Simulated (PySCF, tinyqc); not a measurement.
Worked calculation: FCI on RHF in the sto-3g basis, frozen core, for HF, spin multiplicity 1. The lowest restricted solution is unstable here: a spin-polarised one lies 0.0040 hartree lower (PySCF). One step of it, computed by the program tinyqc.

Task: FCI: determinants and Hamiltonian. Slater-Condon rules over spin orbitals, with the nuclear repulsion and the energy of the frozen orbital added and E(HF) subtracted on the diagonal. Only determinants linked to the reference directly or through others are kept (one block of an abelian symmetry group), so some states are absent.

one-electron integrals dressed by the frozen orbital, h + 2 (pq|11) - (p1|1q) (hartree):
```
           2          3          4          5          6
2  -6.733032   0.263117   0.000000   0.000000   0.478069
3   0.263117  -5.021373   0.000000   0.000000   1.443977
4   0.000000   0.000000  -6.103670   0.000000   0.000000
5   0.000000   0.000000   0.000000  -6.103670   0.000000
6   0.478069   1.443977   0.000000   0.000000  -4.322758
```

energy of the frozen orbital, 2 h_11 + (11|11) = -75.48761090 hartree

Two-electron integrals over orbitals (pq|rs), unique and non-zero (hartree); the lowest 1 orbital is frozen and left out:
```
(22|22) 0.873796    (32|22) -0.045488   (32|32) 0.133522    (33|22) 0.688308
(33|32) -0.013378   (33|33) 0.672403    (42|42) 0.189685    (43|42) -0.027096
(43|43) 0.034898    (44|22) 0.895798    (44|32) -0.064610   (44|33) 0.674665
(44|44) 0.997514    (52|52) 0.189685    (53|52) -0.027096   (53|53) 0.034898
(54|54) 0.053770    (55|22) 0.895798    (55|32) -0.064610   (55|33) 0.674665
(55|44) 0.889973    (55|55) 0.997514    (62|22) -0.082809   (62|32) -0.077831
(62|33) -0.021711   (62|44) -0.082079   (62|55) -0.082079   (62|62) 0.091414
(63|22) -0.240290   (63|32) 0.078682    (63|33) -0.092183   (63|44) -0.248521
(63|55) -0.248521   (63|62) 0.035391    (63|63) 0.234369    (64|42) -0.027580
(64|43) -0.022519   (64|64) 0.028944    (65|52) -0.027580   (65|53) -0.022519
(65|65) 0.028944    (66|22) 0.637000    (66|32) 0.044550    (66|33) 0.646046
(66|44) 0.621742    (66|55) 0.621742    (66|62) -0.052623   (66|63) -0.026606
(66|66) 0.671849
```

nuclear repulsion = 3.76489715 hartree

Hartree-Fock energy = -98.50106265 hartree

Give: determinants; H - E(HF) between determinants.

Result:

Occupation strings over the orbitals (2 doubly, a alpha, b beta, 0 empty; spin orbitals ordered 1a 1b 2a 2b ...): 222220 22a22b 2a222b 22b22a 2b222a 222202 222022 220222 2ab222 2ba222 202222

H - E(HF) between determinants (hartree):
```
        222220  22a22b  2a222b  22b22a  2b222a  222202  222022  220222
222220   0.000   0.000   0.000   0.000   0.000   0.029   0.029   0.234
22a22b   0.000   0.412  -0.009  -0.234  -0.035   0.023   0.023   0.066
2a222b   0.000  -0.009   1.213  -0.035  -0.091   0.028   0.028  -0.079
22b22a   0.000  -0.234  -0.035   0.412  -0.009  -0.023  -0.023  -0.066
2b222a   0.000  -0.035  -0.091  -0.009   1.213  -0.028  -0.028   0.079
222202   0.029   0.023   0.028  -0.023  -0.028   0.861   0.054   0.035
222022   0.029   0.023   0.028  -0.023  -0.028   0.054   0.861   0.035
220222   0.234   0.066  -0.079  -0.066   0.079   0.035   0.035   0.876
2ab222  -0.035   0.079  -0.214  -0.031   0.078   0.027   0.027   0.067
2ba222   0.035  -0.031   0.078   0.079  -0.214  -0.027  -0.027  -0.067
202222   0.091   0.078   0.030  -0.078  -0.030   0.190   0.190   0.134

        2ab222  2ba222  202222
222220  -0.035   0.035   0.091
22a22b   0.079  -0.031   0.078
2a222b  -0.214   0.078   0.030
22b22a  -0.031   0.079  -0.078
2b222a   0.078  -0.214  -0.030
222202   0.027  -0.027   0.190
222022   0.027  -0.027   0.190
220222   0.067  -0.067   0.134
2ab222   1.702  -0.134   0.099
2ba222  -0.134   1.702  -0.099
202222   0.099  -0.099   2.698
```
